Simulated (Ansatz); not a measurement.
# H4OSi: the cost of one run

Program: Ansatz 0.2.0. Level of theory: RHF/def2-TZVP. These are calculated values, not measurements.

## (1) The system as given

Bond lengths: Si1–O2 1.880 Å, O2–H3 1.010 Å, Si1–H4 1.660 Å, Si1–H5 1.459 Å, Si1–H6 1.459 Å. Angles: Si1–O2–H3 77.3°, O2–Si1–H4 45.4°, O2–Si1–H5 122.6°, O2–Si1–H6 122.6°, H4–Si1–H5 121.8°, H4–Si1–H6 121.8°, H5–Si1–H6 109.5°.

Structure file:

```xyz
6

Si    0.0000    0.0000    0.0000
O     1.0382    0.0000    1.5673
H     0.1287   -0.2814    1.9044
H     1.6290    0.0000    0.3193
H    -0.6877    1.1914   -0.4862
H    -0.6877   -1.1914   -0.4862
```

## (2) Pulling towards end A

Springs on the bonds that form and break draw the guess towards this end; the thresholds are loose.

input.yaml

```yaml
crystal:
  periodic: [false, false, false]
  atoms:
    - { symbol: Si, position_ang: [0.0, 0.0, 0.0] }
    - { symbol: O, position_ang: [1.0382, 0.0, 1.5673] }
    - { symbol: H, position_ang: [0.1287, -0.2814, 1.9044] }
    - { symbol: H, position_ang: [1.629, 0.0, 0.3193] }
    - { symbol: H, position_ang: [-0.6877, 1.1914, -0.4862] }
    - { symbol: H, position_ang: [-0.6877, -1.1914, -0.4862] }
basis:
  gaussian: { orbitals: def2-TZVP }
hamiltonian:
  xc: hf
relax:
  f_tol: 0.15
  max_steps: 25
  restrain:
    - { distance: [1, 3], at: 2.21, k: 30.0 }
    - { distance: [0, 1], at: 1.68, k: 30.0 }
    - { distance: [0, 3], at: 1.46, k: 30.0 }
output:
  orbitals: {}
```

The run is started by

```
$ ansatz run input.yaml --threads 2 --pin off --max-ram 3072MiB --backend cpu --events-out ev --progress --plain --runs-dir out
```

**Question.** How long does this run take on 2 threads of Arm Neoverse V1, shared host, and how much memory does it need?

About 3 s, with a peak of 0.13 GiB.
